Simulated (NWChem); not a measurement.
System: water (H$_{2}$O); SMILES O

Parts of the log:

```
             Northwest Computational Chemistry Package (NWChem) 7.3.0
             --------------------------------------------------------

 C2V symmetry detected

                             Geometry "geometry" -> ""
                             -------------------------

 Output coordinates in angstroms (scale by  1.889725989 to convert to a.u.)

  No.       Tag          Charge          X              Y              Z
 ---- ---------------- ---------- -------------- -------------- --------------
    1 O                    8.0000     0.00000000     0.00000000     0.11675140
    2 H                    1.0000     0.76156700     0.00000000    -0.46700560
    3 H                    1.0000    -0.76156700     0.00000000    -0.46700560

 Effective nuclear repulsion energy (a.u.)       9.1710861370

      Symmetry information
      --------------------

 Group name             C2v
 Group number             16
 Group order               4
 No. of unique centers     2

                                 NWChem DFT Module
                                 -----------------

 Summary of "ao basis" -> "ao basis" (spherical)
 ------------------------------------------------------------------------------
       Tag                 Description            Shells   Functions and Types
 ---------------- ------------------------------  ------  ---------------------
 O                         def2-qzvp                17       57   7s4p3d2f1g
 H                         def2-qzvp                10       30   4s3p2d1f

      Symmetry analysis of basis
      --------------------------

        a1         44
        a2         17
        b1         33
        b2         23

            General Information
            -------------------
          SCF calculation type: DFT
          Wavefunction type:  closed shell.
          No. of atoms     :     3
          No. of electrons :    10
           Alpha electrons :     5
            Beta electrons :     5
          Charge           :     0
          Spin multiplicity:     1
          Use of symmetry is: on ; symmetry adaption is: on
          Maximum number of iterations: 150
          AO basis - number of functions:   117
                     number of shells:    37
          Convergence on energy requested:  1.00D-06
          Convergence on density requested:  1.00D-05
          Convergence on gradient requested:  5.00D-04

              XC Information
              --------------
                     Hartree-Fock (Exact) Exchange  1.000
                   CAM-Becke88 Exchange Functional  1.000
                      VWN V Correlation Functional  0.190 local
              Lee-Yang-Parr Correlation Functional  0.810

           Range-Separation Parameters
           ---------------------------
           Alpha           :  0.19
           Beta            :  0.46
           Gamma           :  0.33
           Short-Range HF  :     F

             Grid Information
             ----------------
          Grid used for XC integration:  medium
          Radial quadrature: Mura-Knowles
          Angular quadrature: Lebedev.
          Tag              B.-S. Rad. Rad. Pts. Rad. Cut. Ang. Pts.
          ---              ---------- --------- --------- ---------
          O                   0.60       49           6.0       434
          H                   0.35       45           8.0       434
          Grid pruning is: on
          Number of quadrature shells:    94
          Spatial weights used:  Erf1

      Superposition of Atomic Density Guess
      -------------------------------------

 Sum of atomic energies:         -75.78680694

      Non-variational initial energy
      ------------------------------

 Total energy =     -75.946667
 1-e energy   =    -121.712478
 2-e energy   =      36.594725
 HOMO         =      -0.480144
 LUMO         =       0.045958

      Symmetry analysis of molecular orbitals - initial
      -------------------------------------------------

  Numbering of irreducible representations:

     1 a1          2 a2          3 b1          4 b2

  Orbital symmetries:

     1 a1          2 a1          3 b1          4 a1          5 b2
     6 a1          7 b1          8 a1          9 b2         10 b1
    11 a1         12 b1         13 a1         14 a2         15 b2

   convergence    iter        energy       DeltaE   RMS-Dens  Diis-err
 ---------------- ----- ----------------- --------- --------- ---------
 d= 0,ls=0.0,diis     1    -76.4038409357 -8.56D+01  4.32D-03  8.72D-01
 d= 0,ls=0.0,diis     2    -76.4098022896 -5.96D-03  2.01D-03  4.33D-01
 d= 0,ls=0.0,diis     3    -76.4387479099 -2.89D-02  5.60D-04  8.15D-02
 d= 0,ls=0.0,diis     4    -76.4447926570 -6.04D-03  5.36D-05  1.81D-04
 d= 0,ls=0.0,diis     5    -76.4448073999 -1.47D-05  1.09D-05  2.52D-06
 d= 0,ls=0.0,diis     6    -76.4448077749 -3.75D-07  2.55D-06  1.16D-07

         Total DFT energy =      -76.444807774853
      One electron energy =     -123.034333899288
           Coulomb energy =       46.723844940518
    Exchange-Corr. energy =       -9.305404953066
 Nuclear repulsion energy =        9.171086136983

 Numeric. integr. density =       10.000001236295

                  Occupations of the irreducible representations
                  ----------------------------------------------

                     irrep           alpha         beta
                     --------     --------     --------
                     a1                3.0          3.0
                     a2                0.0          0.0
                     b1                1.0          1.0
                     b2                1.0          1.0

                       DFT Final Molecular Orbital Analysis
                       ------------------------------------

 Vector    3  Occ=2.000000D+00  E=-6.072696D-01  Symmetry=b1
              MO Center=  4.2D-15,  3.7D-31, -9.4D-02, r^2= 7.7D-01
   Bfn.  Coefficient  Atom+Function         Bfn.  Coefficient  Atom+Function
  ----- ------------  ---------------      ----- ------------  ---------------
     8      0.292145  1 O  px                11      0.253888  1 O  px
    14      0.187477  1 O  px                59      0.162428  2 H  s
    89     -0.162428  3 H  s                 60      0.151449  2 H  s
    90     -0.151449  3 H  s                 58      0.084364  2 H  s
    88     -0.084364  3 H  s                 17      0.054661  1 O  px

 Vector    4  Occ=2.000000D+00  E=-4.647070D-01  Symmetry=a1
              MO Center=  1.9D-15, -3.2D-15,  1.8D-01, r^2= 7.3D-01
   Bfn.  Coefficient  Atom+Function         Bfn.  Coefficient  Atom+Function
  ----- ------------  ---------------      ----- ------------  ---------------
    10      0.315125  1 O  pz                13      0.279252  1 O  pz
     7      0.268483  1 O  s                  6      0.232054  1 O  s
    16      0.209593  1 O  pz                19      0.144678  1 O  pz
    59     -0.114192  2 H  s                 89     -0.114192  3 H  s
    60     -0.112196  2 H  s                 90     -0.112196  3 H  s

 Vector    5  Occ=2.000000D+00  E=-3.909313D-01  Symmetry=b2
              MO Center= -3.2D-16,  3.5D-16,  7.6D-02, r^2= 7.0D-01
   Bfn.  Coefficient  Atom+Function         Bfn.  Coefficient  Atom+Function
  ----- ------------  ---------------      ----- ------------  ---------------
     9      0.356861  1 O  py                12      0.326549  1 O  py
    15      0.288613  1 O  py                18      0.208146  1 O  py
    69      0.035482  2 H  py                99      0.035482  3 H  py

 Vector    6  Occ=0.000000D+00  E= 4.184215D-02  Symmetry=a1
              MO Center= -2.4D-16,  7.2D-16, -6.7D-01, r^2= 4.2D+00
   Bfn.  Coefficient  Atom+Function         Bfn.  Coefficient  Atom+Function
  ----- ------------  ---------------      ----- ------------  ---------------
     7      0.980061  1 O  s                 61     -0.839215  2 H  s
    91     -0.839215  3 H  s                 16     -0.162402  1 O  pz
     5      0.155221  1 O  s                 19     -0.112202  1 O  pz
    59     -0.104122  2 H  s                 89     -0.104122  3 H  s
     6     -0.103411  1 O  s                 10     -0.096466  1 O  pz

 Vector    7  Occ=0.000000D+00  E= 1.000883D-01  Symmetry=b1
              MO Center= -3.6D-16,  6.4D-30, -7.9D-01, r^2= 5.6D+00
   Bfn.  Coefficient  Atom+Function         Bfn.  Coefficient  Atom+Function
  ----- ------------  ---------------      ----- ------------  ---------------
    61      2.107922  2 H  s                 91     -2.107922  3 H  s
    17     -0.732753  1 O  px                60     -0.305918  2 H  s
    90      0.305918  3 H  s                 14      0.252962  1 O  px
     8     -0.138514  1 O  px                11     -0.132560  1 O  px
    33      0.093885  1 O  d  1              68      0.080925  2 H  px

 Vector    8  Occ=0.000000D+00  E= 2.723493D-01  Symmetry=a1
              MO Center= -9.9D-16, -8.6D-17,  6.2D-01, r^2= 3.6D+00
   Bfn.  Coefficient  Atom+Function         Bfn.  Coefficient  Atom+Function
  ----- ------------  ---------------      ----- ------------  ---------------
     7      4.694606  1 O  s                 60     -3.024753  2 H  s
    90     -3.024753  3 H  s                 19     -2.268699  1 O  pz
    68      0.704344  2 H  px                98     -0.704344  3 H  px
     6      0.657632  1 O  s                 70     -0.525454  2 H  pz
   100     -0.525454  3 H  pz                16     -0.406140  1 O  pz

     Multipole analysis of the density
     ---------------------------------

     L   x y z        total         alpha         beta         nuclear
     -   - - -        -----         -----         ----         -------
     0   0 0 0     -0.000000     -5.000000     -5.000000     10.000000

     1   1 0 0      0.000000      0.000000      0.000000      0.000000
     1   0 1 0     -0.000000     -0.000000     -0.000000      0.000000
     1   0 0 1     -0.764688     -0.382344     -0.382344      0.000000

     2   2 0 0     -3.281130     -3.711726     -3.711726      4.142322
     2   1 1 0      0.000000      0.000000      0.000000      0.000000
     2   1 0 1      0.000000      0.000000      0.000000      0.000000
     2   0 2 0     -5.720773     -2.860386     -2.860386      0.000000
     2   0 1 1     -0.000000     -0.000000     -0.000000      0.000000
     2   0 0 2     -4.786414     -3.366743     -3.366743      1.947071

                                 NWChem DFT Module
                                 -----------------

      Symmetry analysis of basis
      --------------------------

        a1         44
        a2         17
        b1         33
        b2         23

            General Information
            -------------------
          SCF calculation type: DFT
          Wavefunction type:  spin polarized.
          No. of atoms     :     3
          No. of electrons :     9
           Alpha electrons :     5
            Beta electrons :     4
          Charge           :     1
          Spin multiplicity:     2
          Use of symmetry is: on ; symmetry adaption is: on
          Maximum number of iterations: 150
          This is a Direct SCF calculation.
          AO basis - number of functions:   117
                     number of shells:    37
          Convergence on energy requested:  1.00D-06
          Convergence on density requested:  1.00D-05
          Convergence on gradient requested:  5.00D-04

              XC Information
              --------------
                     Hartree-Fock (Exact) Exchange  1.000
                   CAM-Becke88 Exchange Functional  1.000
                      VWN V Correlation Functional  0.190 local
              Lee-Yang-Parr Correlation Functional  0.810

           Range-Separation Parameters
           ---------------------------
           Alpha           :  0.19
           Beta            :  0.46
           Gamma           :  0.33
           Short-Range HF  :     F

             Grid Information
             ----------------
          Grid used for XC integration:  medium
          Radial quadrature: Mura-Knowles
          Angular quadrature: Lebedev.
          Tag              B.-S. Rad. Rad. Pts. Rad. Cut. Ang. Pts.
          ---              ---------- --------- --------- ---------
          O                   0.60       49           6.0       434
          H                   0.35       45           8.0       434
          Grid pruning is: on
          Number of quadrature shells:    94
          Spatial weights used:  Erf1

      Superposition of Atomic Density Guess
      -------------------------------------

 Sum of atomic energies:         -75.78680694

 Renormalizing density from      10.00 to      9

      Non-variational initial energy
      ------------------------------

 Total energy =     -70.728417
 1-e energy   =    -109.541230
 2-e energy   =      29.641727
 HOMO         =      -1.177143
 LUMO         =      -0.311621

   Symmetry analysis of molecular orbitals - initial alpha
   -------------------------------------------------------

  Numbering of irreducible representations:

     1 a1          2 a2          3 b1          4 b2

  Orbital symmetries:

     1 a1          2 a1          3 b1          4 a1          5 b2
     6 a1          7 b1          8 a1          9 b2         10 b1
    11 a1         12 b1         13 a1         14 a2         15 a1

   Symmetry analysis of molecular orbitals - initial beta
   ------------------------------------------------------

  Numbering of irreducible representations:

     1 a1          2 a2          3 b1          4 b2

  Orbital symmetries:

     1 a1          2 a1          3 b1          4 a1          5 b2
     6 a1          7 b1          8 a1          9 b2         10 b1
    11 a1         12 b1         13 a1         14 a2         15 a1

   convergence    iter        energy       DeltaE   RMS-Dens  Diis-err
 ---------------- ----- ----------------- --------- --------- ---------
 d= 0,ls=0.0,diis     1    -75.8224856420 -8.50D+01  3.10D-03  7.15D-01
                                                     3.10D-03  6.31D-01
 d= 0,ls=0.0,diis     2    -75.8569723376 -3.45D-02  1.62D-03  4.36D-01
                                                     1.49D-03  3.17D-01
 d= 0,ls=0.0,diis     3    -75.9737568912 -1.17D-01  1.50D-04  4.51D-03
                                                     1.84D-04  5.04D-03
 d= 0,ls=0.0,diis     4    -75.9752954592 -1.54D-03  1.72D-05  2.13D-05
                                                     1.73D-05  1.08D-05
 d= 0,ls=0.0,diis     5    -75.9753059878 -1.05D-05  7.03D-06  1.88D-06
                                                     7.30D-06  1.43D-06
  Resetting Diis
 d= 0,ls=0.0,diis     6    -75.9753076322 -1.64D-06  2.80D-06  1.32D-07
                                                     3.33D-06  1.59D-07
 d= 0,ls=0.0,diis     7    -75.9753078167 -1.84D-07  5.44D-07  5.73D-09
                                                     3.81D-07  4.75D-09

         Total DFT energy =      -75.975307816728
      One electron energy =     -118.151762869254
           Coulomb energy =       41.967438304272
    Exchange-Corr. energy =       -8.962069388729
 Nuclear repulsion energy =        9.171086136983

 Numeric. integr. density =        9.000001395877

                  Occupations of the irreducible representations
                  ----------------------------------------------

                     irrep           alpha         beta
                     --------     --------     --------
                     a1                3.0          3.0
                     a2                0.0          0.0
                     b1                1.0          1.0
                     b2                1.0          0.0

                    DFT Final Alpha Molecular Orbital Analysis
                    ------------------------------------------

[...]
```

Level: CAM-B3LYP/def2-QZVP, vertical spin-unrestricted ions. Structure relaxed at the PBE0-D3(BJ)/def2-TZVP level.

Question: Which NWChem input produces such a log?

Answer: One answer among several that fit: the input that was run:
```
start job
memory heap 200 mb stack 900 mb global 1100 mb
geometry units angstroms noautoz
  O      0.000000     0.000000     0.123617
  H      0.761567     0.000000    -0.460140
  H     -0.761567     0.000000    -0.460140
end
basis spherical
  O library def2-qzvp
  H library def2-qzvp
end
dft
  xc xcamb88 1.00 lyp 0.81 vwn_5 0.19 hfexch 1.00
  cam 0.33 cam_alpha 0.19 cam_beta 0.46
  iterations 150
  vectors input atomic output neutral.movecs
end
task dft energy
charge 1
dft
  odft
  mult 2
  vectors input atomic output cation.movecs
end
task dft energy
```
